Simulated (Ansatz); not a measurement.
# BH₃ (triplet): wave-function methods side by side, aug-cc-pVDZ

One table from this session's results is given with a row withheld; the runs are named, their logs left out.

Computed with Ansatz 0.2.0, Gaussian basis. Level: aug-cc-pVDZ, core rule «outside noble gas», up to 1 orbitals frozen.

Plan: UHF; CCSD(T) on ROHF; CCSD(T) on UHF; BCCD(T) on ROHF; CISD; CCSDT(Q) on ROHF; CCSDT(Q) on UHF; CASSCF and MRCISD+Q, 6 electrons in 7 orbitals; CASSCF and NEVPT2, 6 electrons in 7 orbitals.

16 further runs of the same task are left out: 2 for a known fault of the program, 4 that didn't finish, 10 set aside as unsound or not needed.

### The geometry

The geometry is a PBE0/def2-TZVP stationary point (not a proven minimum) of the parent state, kept for this charge and spin.

4 atoms, charge 0, spin multiplicity 3.

Atoms are counted from 1 here; the program's logs count them from 0.

Bond lengths: B1–H2 1.276 Å, B1–H3 1.174 Å, B1–H4 1.276 Å. Angles: H2–B1–H3 145.8°, H2–B1–H4 68.5°, H3–B1–H4 145.8°.

Set-up of the first run:

The input, in.yaml:

```yaml
crystal:
  periodic: [false, false, false]
  atoms:
    - {symbol: B, position_ang: [0.000000, 0.000000, 0.068140]}
    - {symbol: H, position_ang: [0.000000, 0.717784, -0.986606]}
    - {symbol: H, position_ang: [0.000000, 0.000000, 1.242354]}
    - {symbol: H, position_ang: [0.000000, -0.717784, -0.986606]}
basis:
  gaussian: {orbitals: aug-cc-pVDZ}
magnetization: {spin_polarized: true, initial_magnetization: 2}
hamiltonian: {xc: hf}
output: {orbitals: {seedname: orbitals}}
```

On the command line:

```
$ ansatz run in.yaml --threads 1 --pin off --events-out ev --progress --plain --max-ram 2393MiB
```

Among the steps run: UHF; CCSD(T) on ROHF; CCSD(T) on UHF; BCCD(T) on ROHF; CISD; CCSDT(Q) on ROHF; CCSDT(Q) on UHF; CASSCF and MRCISD+Q, 6 electrons in 7 orbitals; CASSCF and NEVPT2, 6 electrons in 7 orbitals.

One of the session's tables, all rows but one given; the rest of the session is left out.

It belongs to the step «Misses and costs». 

```
          method  from UCCSDT(Q) (kcal/mol)
            ROHF                     +76.63
             UHF                     +72.91
            RMP2                     +16.55
            UMP2                     +16.77
            CISD                      +3.98
           RCCSD                      +2.16
           UCCSD                      +2.06
        RCCSD(T)                      +0.47
        UCCSD(T)                      +0.46
         BCCD(T)                      +0.47
          RCCSDT                      +0.06
          UCCSDT                      +0.05
       RCCSDT(Q)                      +0.02
       UCCSDT(Q)                          0
  CASSCF valence                     +48.75
  NEVPT2 valence                          ?
  MRCISD valence                      +2.13
MRCISD+Q valence                      +0.20
```

**Question.** Estimate the row for NEVPT2 valence.

As computed: from UCCSDT(Q) (kcal/mol): +12.78. In the column «from UCCSDT(Q) (kcal/mol)» it lies between CISD (+3.98) and RMP2 (+16.55).

Caveats from the session: Restricted and unrestricted rows rest on different reference determinants; where their highest levels disagree by more than a few hundredths of an eV, they describe different states and don't form one ladder.
